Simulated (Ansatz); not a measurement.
What each rung costs, and what it gives

Saddle point of CH5ClSi, singlet (CH₅ClSi ([CH3][SiH2][Cl]) → CH₄Si ([CH2][SiH2]) + HCl; bonds formed: Cl2–H4; bonds broken: Si1–Cl2, C3–H4), PBE0-D4/def2-TZVP structure:

```json
{"atom": "Si1", "x (Å)": "-0.7865", "y (Å)": "-0.5189", "z (Å)": "-0.1115"}
{"atom": "Cl2", "x (Å)": "1.4645", "y (Å)": "-0.1251", "z (Å)": "-1.8000"}
{"atom": "C3", "x (Å)": "0.0850", "y (Å)": "0.5477", "z (Å)": "0.9163"}
{"atom": "H4", "x (Å)": "1.0395", "y (Å)": "0.3367", "z (Å)": "-0.4951"}
{"atom": "H5", "x (Å)": "-1.7578", "y (Å)": "-0.0391", "z (Å)": "-1.1128"}
{"atom": "H6", "x (Å)": "-0.6236", "y (Å)": "-1.9838", "z (Å)": "-0.0556"}
{"atom": "H7", "x (Å)": "0.7089", "y (Å)": "0.1723", "z (Å)": "1.7196"}
{"atom": "H8", "x (Å)": "-0.1300", "y (Å)": "1.6101", "z (Å)": "0.9391"}
```

Barriers are electronic and count from the start structure reached by relaxing down the imaginary mode.

Ansatz 0.2.0; basis: as named in each row; cores frozen in the correlated methods. B3LYP uses VWN-RPA correlation. Extrapolation: Hartree–Fock as exp(−7.88 √X), correlation as X^−2.97.

Times are rough, for one single point on 2 threads of a shared host (Arm Neoverse V2).

The estimate by CCSD(T) at an estimated basis limit (MP2 extrapolated from triple and quadruple zeta, plus CCSD(T) − MP2 in triple zeta) is 82.90 kcal/mol.

```json
{"method": "SPW92", "basis": "def2-TZVPP", "time (s)": "under 1", "barrier (kcal/mol)": "71.92", "method less estimate": "-10.98"}
{"method": "PBE-D4", "basis": "def2-TZVPP", "time (s)": "2", "barrier (kcal/mol)": "73.54", "method less estimate": "-9.36"}
{"method": "BLYP-D4", "basis": "def2-TZVPP", "time (s)": "2", "barrier (kcal/mol)": "72.99", "method less estimate": "-9.91"}
{"method": "B3LYP-D4", "basis": "def2-TZVPP", "time (s)": "2", "barrier (kcal/mol)": "78.79", "method less estimate": "-4.11"}
{"method": "BHLYP-D4", "basis": "def2-TZVPP", "time (s)": "2", "barrier (kcal/mol)": "86.39", "method less estimate": "3.49"}
{"method": "CAM-B3LYP-D4", "basis": "def2-TZVPP", "time (s)": "2", "barrier (kcal/mol)": "82.69", "method less estimate": "-0.21"}
{"method": "PBE0-D4", "basis": "def2-TZVPP", "time (s)": "2", "barrier (kcal/mol)": "80.28", "method less estimate": "-2.62"}
{"method": "r2SCAN-D4", "basis": "def2-TZVPP", "time (s)": "3", "barrier (kcal/mol)": "79.23", "method less estimate": "-3.67"}
{"method": "RPA on PBE", "basis": "def2-TZVPP", "time (s)": "3", "barrier (kcal/mol)": "81.37", "method less estimate": "-1.54"}
{"method": "r2SCAN0-D4", "basis": "def2-TZVPP", "time (s)": "4", "barrier (kcal/mol)": "83.47", "method less estimate": "0.57"}
{"method": "B2PLYP", "basis": "def2-TZVPP", "time (s)": "4", "barrier (kcal/mol)": "81.56", "method less estimate": "-1.34"}
{"method": "PBE-QIDH", "basis": "def2-TZVPP", "time (s)": "4", "barrier (kcal/mol)": "85.02", "method less estimate": "2.12"}
{"method": "wB97X-V", "basis": "def2-TZVPP", "time (s)": "6", "barrier (kcal/mol)": "85.33", "method less estimate": "2.43"}
{"method": "B97M-V", "basis": "def2-TZVPP", "time (s)": "7", "barrier (kcal/mol)": "82.16", "method less estimate": "-0.74"}
{"method": "wB97M-V", "basis": "def2-TZVPP", "time (s)": "7", "barrier (kcal/mol)": "82.73", "method less estimate": "-0.17"}
{"method": "MP2", "basis": "def2-QZVPP", "time (s)": "12", "barrier (kcal/mol)": "82.95", "method less estimate": "0.05"}
{"method": "CCSD(T)", "basis": "def2-TZVPP", "time (s)": "28", "barrier (kcal/mol)": "83.07", "method less estimate": "0.17"}
```

All methods are single points on the PBE0-D4 structures.

T1 diagnostic: at most 0.014. The restricted Hartree–Fock reference is unstable towards an unrestricted one at one or more of these structures.

Labels in which every atom is bracketed show which atoms are joined, not bond orders.
